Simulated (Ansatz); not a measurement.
Input for Ansatz (development build ahead of 0.2.0):

```yaml
crystal:
  periodic: [false, false, false]
  atoms:
    - { symbol: S, position_ang: [0.0, 0.0, -0.98228] }
    - { symbol: S, position_ang: [0.0, 0.0, 0.98228] }
basis:
  gaussian: { orbitals: "6-31G" }
magnetization:
  initial_magnetization: 2
hamiltonian:
  xc: hf
correlation:
  method: ccsd_t
  frozen_orbitals: { S: 5 }
```

The input is written out in the form of the current development build from the run's settings. Correlation on restricted open-shell orbitals is semicanonical, with singles.

Output:

```
Converged          : yes
Reference energy   : -794.93904 hartree
Correlation energy : -0.12193 hartree
Total energy       : -795.06097 hartree
```
